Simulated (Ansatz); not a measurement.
# Static dielectric constant of rock-salt MgS at several levels of theory

No measured value is used here.

```
level (code)     value  cell (Å³/atom)
---------------  -----  --------------
LDA (Ansatz)      14.3           16.87
PBE (Ansatz)      16.4           17.88
PBEsol (Ansatz)   14.8           17.39
r²SCAN (Ansatz)    ___           17.61
```

Question: Fill in the missing entries.

Answer: 
- r²SCAN (Ansatz, a first-principles code), value: 14.5

Each level is taken at its own relaxed cell. Cutoffs differ between the levels. Ansatz's density-functional and Hartree–Fock values are scalar-relativistic unless marked +SOC, with PAW data made under PBE.
